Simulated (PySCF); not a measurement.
SMILES C#C/C=C\S (CAM-B3LYP/def2-SVP optimised geometry):

```
9

C      1.705    -0.894     0.000
C      0.495    -0.902     0.000
C     -0.930    -0.902     0.000
C     -1.690     0.208     0.000
S     -1.175     1.873     0.000
H      2.779    -0.902     0.000
H     -1.432    -1.873     0.000
H     -2.779     0.108     0.000
H      0.153     1.623    -0.001
```

Method: PySCF 2.14.0 with CAM-B3LYP/def2-TZVP.

**Question.** What are the frontier orbital energies and the dipole moment?

**Answer.** HOMO-2 -9.85 eV, HOMO-1 -9.59 eV, HOMO -7.67 eV, LUMO 0.06 eV, LUMO+1 1.53 eV; dipole moment 0.36 D.

On the same geometry PBE/def2-TZVP (PySCF 2.14.0) gives HOMO-2 -7.25 eV, HOMO-1 -6.98 eV, HOMO -5.45 eV, LUMO -1.90 eV, LUMO+1 -0.62 eV; dipole moment 0.25 D.

Meta-Löwdin charges at CAM-B3LYP/def2-TZVP: C1 -0.22, C2 -0.03, C3 -0.16, C4 -0.18, S5 0.03, H6 0.17, H7 0.14, H8 0.14, H9 0.11.
